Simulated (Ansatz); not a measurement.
A made-up structure of Si$_{2}$H$_{3}$O, doublet:

```tsv
atom	x (Å)	y (Å)	z (Å)
O1	0.1131	-0.7721	-1.4140
Si2	0.8406	-1.5406	0.1264
Si3	-0.2628	0.5817	-0.3375
H4	-1.3481	0.2872	-1.3084
H5	0.7533	1.4574	-0.9759
H6	-0.7972	1.1883	0.9053
```

It is relaxed with PBE-D4/def2-SVP and then PBE0-D4/def2-TZVP (Ansatz 0.2.0). Atoms count as bonded within 1.22 times the sum of their covalent radii (H–H: 0.88 Å). The end point is not checked to be a true minimum.

(1) Does its bonding change? (Judge from chemistry; the calculation decides.)

Answers

(1) Computed: Yes. Formed: none; broken: Si2–Si3.

Where it ends: The first stage lowers the energy by 2.40 eV in 14 steps. It ends as Si₂H₃O ([Si][O][SiH3]):
| atom | x (Å) | y (Å) | z (Å) |
| --- | --- | --- | --- |
| O1 | 0.4372 | -0.7489 | -0.7366 |
| Si2 | 0.9980 | -2.0775 | 0.0460 |
| Si3 | -0.3603 | 0.6911 | -0.6016 |
| H4 | -1.5648 | 0.6408 | -1.4646 |
| H5 | 0.5460 | 1.7717 | -1.0585 |
| H6 | -0.7572 | 0.9247 | 0.8111 |

Labels in which every atom is bracketed show which atoms are joined, not bond orders.

For scale, one of the runs: PBE0-D4/def2-TZVP relaxation, 123 basis functions, launched by `ansatz run in.yaml --threads 2 --pin off --events-out ev --progress --plain --max-ram 4352MiB`. Hardware: 2 CPU threads of an Arm Neoverse V1, shared host. Wall time about 48 s.
